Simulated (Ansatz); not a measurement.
What does this script print? It uses Ansatz 0.2.0, Python API.

`energy_c2h4fnos.py`:
```python
from pathlib import Path
import json

import ansatz as az
from rdkit import Chem
from rdkit.Chem import AllChem

BASIS = "def2-SVP"
FUNCTIONAL = "b3lyp"
DISPERSION = "d4"

rd = Chem.AddHs(Chem.MolFromSmiles("NC(O)(F)C=S"))
AllChem.EmbedMolecule(rd, randomSeed=836)
AllChem.UFFOptimizeMolecule(rd)
geometry = az.Crystal.molecule()
for atom, xyz in zip(rd.GetAtoms(), rd.GetConformer().GetPositions()):
    geometry = geometry.atom(atom.GetSymbol(), xyz.round(5).tolist())

calculation = (
    geometry.calculation()
    .basis(gaussian=BASIS)
    .functional(FUNCTIONAL, dispersion=DISPERSION)
    .orbitals()
)
res = calculation.run(threads=1, runs_dir="out")
summary = res.report

print("reference energy %16.6f eV" % summary["reference_energy_ev"])
print("total energy     %16.6f eV" % summary["free_energy_ev"])
print("occupied (up, down):", summary["n_occupied"], " virtual:", summary["n_virtual"], " frozen:", summary["n_frozen"])

lines = Path(summary["orbitals_path"]).read_text().splitlines()
field_of = lambda key: [line.split("=")[1].strip() for line in lines if line.startswith(key)]
orbitals = [(27.211386 * float(e), s, float(n)) for e, s, n in zip(field_of("Ene="), field_of("Spin="), field_of("Occup="))]
homo = max(e for e, _, n in orbitals if n > 0.5)
lumo = min(e for e, _, n in orbitals if n < 0.5)
print(f"HOMO {homo:.3f} eV, LUMO {lumo:.3f} eV, gap {lumo - homo:.3f} eV")
with open("c2h4fnos.json", "w") as handle:
    json.dump({k: summary[k] for k in ("free_energy_ev", "reference_energy_ev", "n_occupied", "n_virtual")}, handle, indent=1)
```

```console
$ python energy_c2h4fnos.py
reference energy    -19216.657379 eV
total energy        -19217.028281 eV
occupied (up, down): [28, 28]  virtual: [80, 80]  frozen: 0
HOMO -6.171 eV, LUMO -2.277 eV, gap 3.894 eV
```

It writes `c2h4fnos.json`:
```json
{
 "free_energy_ev": -19217.028280841172,
 "reference_energy_ev": -19216.657379112872,
 "n_occupied": [
  28,
  28
 ],
 "n_virtual": [
  80,
  80
 ]
}
```

Caveats:
- Total energies depend on the basis set; only differences at equal settings carry meaning.
- The geometry is a force-field or estimated start, not a minimum of this method, and the basis set is short of its limit.
- Total less reference energy is the dispersion correction.
- b3lyp holds the VWN-RPA fit, as in Gaussian; the form of ORCA and Turbomole is b3lyp5.
- Levels such as HOMO and LUMO are orbital energies: with these approximate functionals they aren't the ionisation energy and electron affinity, and their gap isn't the fundamental gap.
- Finished in 4.2 s on 1 thread of Arm Neoverse V2 (shared host), peak memory 0.37 GiB.

(Lines on the test bed's own set-up are left out of the output.)
